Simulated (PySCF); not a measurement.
**The bond of NaAl, level by level**

One job finds the state of NaAl, follows it along the bond with each method and fits the curves.

Program: PySCF 2.14.0. Level of theory: Na aug-cc-pVDZ, Al aug-cc-pV(D+d)Z, no relativity. These are calculated values, not measurements.

**1. Input**

A driver script around PySCF takes these settings:

```
atoms                         : Na, Al
charge                        : 0
basis                         : Na aug-cc-pVDZ, Al aug-cc-pV(D+d)Z
Hamiltonian                   : no relativity
basis functions               : 59
electrons treated             : 24
masses in u                   : 22.9898, 26.9815
levels                        : PBE0, PBE, r²SCAN, PW91, B97-3, B2PLYP, CAM-B3LYP, HF, MP2, SCS-MP2, CCSD, CCSD(T)
grid                          : 80 radial by 434 angular points
occupations                   : held fixed by the projection of orbital angular momentum
dissociation limit            : Na + Al, each in its ground configuration
starting distance in angstrom : 2.770
values of 2S to try           : 0, 2
```

On the command line:

```sh
$ OMP_NUM_THREADS=1 python dia.py task.json out
```

After this run come: The PBE0 curve of the state that the search chose; Higher solutions at PBE0; PBE (GGA); r²SCAN (meta-GGA); PW91; B97-3 (global hybrid GGA); B2PLYP (double hybrid); CAM-B3LYP (range-separated hybrid); RHF; Correlated methods on the Hartree–Fock reference.

Before running it: what results should come out? Wanted: for each run, Re; ωe; De; μ.

The runs gave:

Lowest PBE0 solution found, without spin–orbit coupling: ¹Σ⁺ (singlet), closed shell. State 2 has its PBE0 minimum 0.09 eV higher. State 3 has its PBE0 minimum 0.26 eV higher, as a spin-mixed determinant (⟨S²⟩ = 1.02), so this is no gap between pure states. The other levels ran on the lowest alone.

| level | Re (Å) | ωe (cm⁻¹) | De (eV) | μ (D) |
| --- | --- | --- | --- | --- |
| RHF | 3.217 | 187.8 | -0.153 | -3.71 |
| RHF-MP2 | 3.203 | 186.0 | 0.478 | n/a |
| RHF-SCS-MP2 | 3.208 | 184.4 | 0.53 | n/a |
| RHF-CCSD | 3.211 | 178.5 | 0.65 | n/a |
| RHF-CCSD(T) | 3.218 | 175.2 | 0.70 | n/a |
| PBE | 3.162 | 182.6 | 0.83 | -2.02 |
| PW91 | 3.160 | 182.6 | 0.85 | -2.08 |
| r²SCAN | 3.183 | 183.6 | 0.62 | -2.56 |
| PBE0 | 3.150 | 189.9 | 0.71 | -2.69 |
| B97-3 | 3.135 | 192.4 | 0.89 | -2.48 |
| CAM-B3LYP | 3.097 | 199.2 | 0.65 | -2.80 |
| B2PLYP | 3.158 | 187.3 | 0.68 | -2.74 |

De is counted to Na + Al in their ground configurations. A positive dipole means Na(−)Al(+).

What this shows: The methods spread over 0.121 Å in bond length, from CAM-B3LYP to RHF-CCSD(T). CCSD(T) can't serve as the judge here: for a weak bond in this basis it is far from its limit. Among the levels with a De in the table, it runs from -0.153 eV (RHF) to 0.89 eV (B97-3).

Correlated steps freeze 6 core orbitals. B2PLYP dipoles, levels and charges come from its SCF part alone. A negative De means that the minimum lies above the separated atoms at that level.
